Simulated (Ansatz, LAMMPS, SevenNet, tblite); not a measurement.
## Ladder of methods for the cohesive energy of wurtzite CdS

Reference value: 2.87 ± 0.03 eV/atom (derived here from tabulated measurements, copied from a table, unchecked, brought to a static lattice with a Debye model, atoms in their spin–orbit ground levels; inputs from the CRC Handbook).

### Question
What do Stillinger–Weber CdTeZnSeHgS0.sw, IPEA1-xTB, SevenNet-l3i5, LDA, PBE, r²SCAN, PBE0 give, and how far is each from the reference?

### Answer

```
level (code)                               value (eV/atom)  cell (Å³/atom)  error (eV/atom)
-----------------------------------------  ---------------  --------------  ---------------
Stillinger–Weber CdTeZnSeHgS0.sw (LAMMPS)             2.76           24.83            -0.11
IPEA1-xTB (tblite)                                    4.54           23.92            +1.67
SevenNet-l3i5 (SevenNet)                              2.67           26.23            -0.20
LDA (Ansatz)                                          3.33           23.85            +0.46
PBE (Ansatz)                                          2.56           26.04            -0.31
r²SCAN (Ansatz)                                       2.82           25.40            -0.05
PBE0 (Ansatz)                                         2.64           25.43            -0.23
```

Leaving aside Stillinger–Weber CdTeZnSeHgS0.sw, IPEA1-xTB, SevenNet-l3i5, which can be fitted to such values or carry a doubt: Of these levels r²SCAN (-0.05 eV/atom) comes nearest. Farthest off: LDA (+0.46 eV/atom). Within 0.3 eV/atom: r²SCAN, PBE0. The lowest first-principles rung that does so: DFT without exact exchange (r²SCAN).

Stillinger–Weber CdTeZnSeHgS0.sw: the potential file covers more elements than this solid holds. IPEA1-xTB: the free atoms are run in the same model without spin. IPEA1-xTB: this parameter set was refitted to ionisation energies, not structures. IPEA1-xTB: the run uses a supercell at the zone centre in place of a k mesh. SevenNet-l3i5: free atoms can lie outside what these potentials were trained on. Each level is taken at its own relaxed cell. Cutoffs and k meshes differ between the levels. Ansatz's density-functional and Hartree–Fock values are scalar-relativistic unless marked +SOC, with PAW data made under PBE.

Empirical potentials (Stillinger–Weber CdTeZnSeHgS0.sw) are fitted to chosen data, which need not cover the solid at hand: agreement can be built in, and what lay outside the fit can be far off. Machine-learned potentials (SevenNet-l3i5) are trained on DFT data, which may include these solids.

Differences are worked out from the printed values.

Ansatz is an electronic-structure program.
